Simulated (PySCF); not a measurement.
CuH (singlet state).
Structure used (PBE0-D3(BJ)/def2-TZVP), in Å, numbered top down from 1:
```
atom  x, y, z in Å
Cu1    0.7490   -0.0392    0.0048
H2    -0.7351    0.0106   -0.0167
```

Linear response at PBE0/aug-cc-pVTZ (PySCF, frozen core in the response, non-relativistic). Isolated species at its PBE0-D3(BJ)/def2-TZVP geometry, gas phase.

Static isotropic polarisability: 33.15 au (4.91 Å³), principal values 31.6, 31.6, 36.3 au.

(1) What is the polarisability at 1064 nm and at the sodium D line?

(2) What is the isotropic C6 coefficient between two such molecules, C6 = (3/π)∫α(iω)² dω?

(3) Which effective excitation energy ω̄ makes London's formula C6 = (3/4)α²ω̄ exact here?

(4) How many electrons N does the Slater–Kirkwood formula C6 = (3/4)·√N·α^(3/2) need to give this C6?

(5) How anisotropic is the static polarisability, by Δα² = ½[(α1 − α2)² + (α2 − α3)² + (α3 − α1)²]?

(6) What does −C6/R⁶ come to at R = 6 Å between centres?

Answers

(1) 34.59 au at 1064 nm (+4.3 %), 39.13 au at 589.3 nm (+18.0 %). The rise at 589.3 nm is 4.16 times that at 1064 nm; a pure ω² law gives 3.26. The lowest singlet lies at 399 nm, shorter than both wavelengths.

(2) 225.5 au (Eh·bohr⁶) by a ten-point quadrature over imaginary frequencies, which is 135 eV·Å⁶ or 13 J·nm⁶/mol.

(3) ω̄ = 4·C6/(3α²) = 0.274 Eh = 7.4 eV. A one-pole form α(ω) = α/(1 − ω²/ω̄²) fitted to the 1064 nm value gives 5.7 eV.

(4) N = (4·C6/3)²/α³ = 2.5; the species has 30 electrons in all.

(5) Δα = 4.7 au, or 0.14 of the isotropic value.

(6) -280 J/mol. This is the leading, orientation-averaged term; C8 and higher terms are left out.
